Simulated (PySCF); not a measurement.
Species: C₃H₇OP.
Bonds: C1–P2, P2–C3, C3–C4, C3–O5 (double). Hydrogens: H6, H7, H8 on C1; H9 on P2; H10, H11, H12 on C4.

Computed with PySCF at PBE0/def2-SVPD, non-relativistic, on one gas-phase PBE0-D3(BJ)/def2-SVP geometry that isn't relaxed in the solvent. The solvent is an IEF-PCM continuum (Bondi radii, 1.10 Å for H, scaled by 1.2), and excitations are vertical TDDFT with non-equilibrium linear response and a frozen core. Only the electrostatic response of the medium enters.

Gas-phase singlets (H = HOMO, L = LUMO):

```tsv
state	E (eV)	λ (nm)	f	leading configuration
S1	3.945	314	0.009	H→L 86%
S2	5.629	220	0.062	H-1→L 78%
S3	5.843	212	0.002	H→L+1 92%
S4	6.411	193	0.077	H→L+2 92%
S5	6.675	186	0.062	H→L+3 91%
```

Task: How does the list change in water (ε = 78.36)?

Result: 
| state | E (eV) | λ (nm) | f | leading configuration | change by rank (eV) |
| --- | --- | --- | --- | --- | --- |
| S1 | 4.024 | 308 | 0.015 | H→L 85% | +0.079 |
| S2 | 5.564 | 223 | 0.092 | H-1→L 84% | -0.065 |
| S3 | 6.156 | 201 | 0.013 | H→L+1 95% | +0.313 |
| S4 | 6.457 | 192 | 0.064 | H→L+2 95% | +0.046 |
| S5 | 6.825 | 182 | 0.159 | H→L+3 93% | +0.150 |

Task: The ground-state energy changes by -0.269 eV from gas to water. By how much does the total energy of gas-phase S1 change?

Result: E(S1) = E(S0) + excitation energy, so it changes by -0.269 + 0.079 = -0.190 eV: it is lowered less than the ground state, which is what a blue shift means. This is the vertical state, with the slow part of the continuum still set for S0.

Task: How do the frontier levels move from gas to water?

Result: 
```csv
orbital,gas (eV),solvent (eV),change (eV)
LUMO+2,0.82,0.91,+0.09
LUMO+1,0.22,0.58,+0.36
LUMO,-0.94,-0.95,-0.01
HOMO,-6.77,-6.81,-0.04
HOMO-1,-7.93,-7.92,+0.01
HOMO-2,-10.23,-9.97,+0.26
HOMO-3,-10.56,-10.52,+0.04
```

The HOMO–LUMO gap goes from 5.82 to 5.86 eV.

The values belong to the conformer `[CH3:1][PH:2][C:3]([CH3:4])=[O:5]`: C1–P2–C3–C4 48°.
